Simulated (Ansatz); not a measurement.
Cost and result up the ladder for AlCl2H (AlHCl₂) (4 atoms). Total charge 0; singlet. Geometry: PBE0-D4/def2-TZVP.

```tsv
atom	x (Å)	y (Å)	z (Å)
Al1	-0.062	0.087	0.093
Cl2	1.699	0.648	-0.867
Cl3	-0.887	-1.774	-0.351
H4	-0.750	1.040	1.124
```

Ansatz on 4 threads of Arm Neoverse V1 on a shared host. Times are rough, and most runs start from the orbitals of an earlier one. HSE06-D4/def2-TZVP serves as the yardstick here, not as an exact answer. Differences are given only for rows in sets of like size (and for xTB, whose basis is part of the method), since another set adds its own error. Binding counts from free atoms at the same level (Al doublet, Cl doublet, H doublet; other spins of the atoms weren't run), without zero-point energy or a counterpoise term.

LC-ωPBE has ω = 0.4 bohr⁻¹. B3LYP takes the VWN-RPA correlation. HSE06 is defined as in plane-wave codes, on full-range PBE exchange. Correlated methods freeze 15 core orbitals.

Correlated methods converge slowly with the basis.

```
                     level  functions  wall time  binding energy per atom (eV)  difference from HSE06-D4/def2-TZVP (eV)
                 HF/STO-3G         28      0.1 s                          3.56                                        –
                  HF/6-31G         41     0.15 s                          1.86                                        –
           PBE-D4/def2-SVP         59     0.35 s                          3.02                                        –
     LDA (SPW92)/def2-TZVP        117      0.4 s                          3.33                                     0.33
            B3LYP-D4/6-31G         41      0.4 s                          2.51                                        –
          PBE0-D4/def2-SVP         59      0.5 s                          3.00                                        –
HF/def2-TZVP (with forces)        117      0.6 s                          2.40                                    -0.60
          PBE-D4/def2-TZVP        117     0.65 s                          3.01                                     0.01
         LC-ωPBE/def2-TZVP        117     0.85 s                          2.99                                    -0.01
        HSE06-D4/def2-TZVP        117      0.9 s                          3.00                                     0.00
        BHLYP-D4/def2-TZVP        117      0.9 s                          2.94                                    -0.06
       r2SCAN-D4/def2-TZVP        117      1.6 s                          3.07                                     0.07
          B97M-V/def2-TZVP        117      2.3 s                          3.12                                     0.12
        CCSD(T)/def2-TZVPP        140      4.7 s                          2.95                                    -0.05
```
